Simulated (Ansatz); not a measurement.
```yaml
crystal:
  periodic: [false, false, false]
  atoms:
    - {symbol: N, position_ang: [0.308573, 1.167209, -0.253075]}
    - {symbol: C, position_ang: [0.565269, -0.187900, -0.077324]}
    - {symbol: F, position_ang: [1.843914, -0.607542, -0.251256]}
    - {symbol: C, position_ang: [-0.378492, -1.062436, 0.247314]}
    - {symbol: O, position_ang: [-1.670366, -0.719863, 0.436565]}
    - {symbol: H, position_ang: [0.502942, 1.489174, -1.193888]}
    - {symbol: H, position_ang: [0.807546, 1.754285, 0.404905]}
    - {symbol: H, position_ang: [-0.169938, -2.114905, 0.382001]}
    - {symbol: H, position_ang: [-1.721046, 0.235777, 0.287657]}
basis:
  gaussian: {orbitals: aug-cc-pVDZ}
magnetization: {spin_polarized: true, initial_magnetization: 0}
hamiltonian: {xc: {name: PBE0-DH}}
multiplicity: 3
output: {forces: true}
```

```sh
$ ansatz run in.yaml --threads 2 --pin off --events-out ev --progress --plain --max-ram 4352MiB
```

Output, abridged:

```
Error: YAML parse error: error: line 17 column 1: unknown field `multiplicity`, expected one of crystal, accuracy, basis, kpoints, hamiltonian, magnetization, projection, total_charge, correlation, batch, efield, external_charges, scf, relax, neb, saddle, md, ramp, phonons, dielectric, real_time, elastic, magnetic_configurations, gw, evaluate, workflow, output, checkpoint, execution
15 | magnetization: {spin_polarized: true, initial_magnetization: 0}
16 | hamiltonian: {xc: {name: PBE0-DH}}
17 | multiplicity: 3
18 | output: {forces: true}
```

Question: What is wrong with this run?

Answer: The input holds a key that doesn't belong there. The input was rejected before any iteration.
